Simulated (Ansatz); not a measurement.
A run of Ansatz (development build ahead of 0.2.0) on triplet SiH₄ at this shape:

```xyz
5

Si    0.0190   -0.0034    0.0041
H    -0.1571    1.1266   -0.9374
H    -1.3051   -0.4309    0.5117
H     0.8698    0.4264    1.1385
H     0.6637   -1.1369   -0.6989
```

Its results:

```
Converged                       : yes
Total energy                    : -290.82381 hartree
Spin squared of the determinant : 2.005
Stability test                  : minimum
```

Forces (eV/Å):
```
atom      Fx      Fy      Fz
 Si1  10.525   3.435  -3.909
  H2  -0.881  -0.143   0.211
  H3  -8.161  -2.660   3.032
  H4  -0.689  -0.211   0.417
  H5  -0.795  -0.420   0.249
```

Q: Which input gives this output? Name the method, the orbitals and the basis set, and write the input.

A: UHF in def2-SVP.

```yaml
crystal:
  periodic: [false, false, false]
  atoms:
    - { symbol: Si, position_ang: [0.01903, -0.00344, 0.00409] }
    - { symbol: H, position_ang: [-0.1571, 1.12658, -0.93735] }
    - { symbol: H, position_ang: [-1.30506, -0.43085, 0.51169] }
    - { symbol: H, position_ang: [0.86981, 0.42636, 1.13847] }
    - { symbol: H, position_ang: [0.66374, -1.13688, -0.69888] }
basis:
  gaussian: { orbitals: def2-SVP }
magnetization:
  spin_polarized: true
  initial_magnetization: 2
hamiltonian:
  xc: hf
output:
  forces: true
```

Caution: another spin multiplicity may lie lower.
